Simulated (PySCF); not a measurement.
Compound: pentafluorophosphorane, PF₅.
SMILES: `FP(F)(F)(F)F`

The closed-shell ground state was solved at several levels (PySCF, density fitting, gas phase, non-relativistic). Geometry: GFN2-xTB; no solvent, vibrations or thermal averaging. The dipole stays under 0.02 D at every level.

| level | basis functions | total energy (Eh) | HOMO (eV) | LUMO (eV) | gap (eV) |
| --- | --- | --- | --- | --- | --- |
| PBE0/def2-SVPD | 139 | -839.6396 | -12.36 | -0.49 | 11.87 |
| CAM-B3LYP/def2-SVPD | 139 | -840.1426 | -13.95 | 0.29 | 14.24 |

Question: What might PBE0/pcSseg-1 (109 basis functions) give for the same quantities?

Answer: Total energy -840.0449 Eh, HOMO -12.21 eV, LUMO 0.15 eV, gap 12.36 eV.

Question: Over all these levels, which gives the widest orbital gap and which the narrowest?

Answer: CAM-B3LYP/def2-SVPD (range-separated hybrid) has the widest, 14.24 eV, and PBE0/def2-SVPD (global hybrid, 25 % exact exchange) the narrowest, 11.87 eV. The two share the basis. From the narrowest to the widest the HOMO moves by -1.59 eV and the LUMO by +0.78 eV.
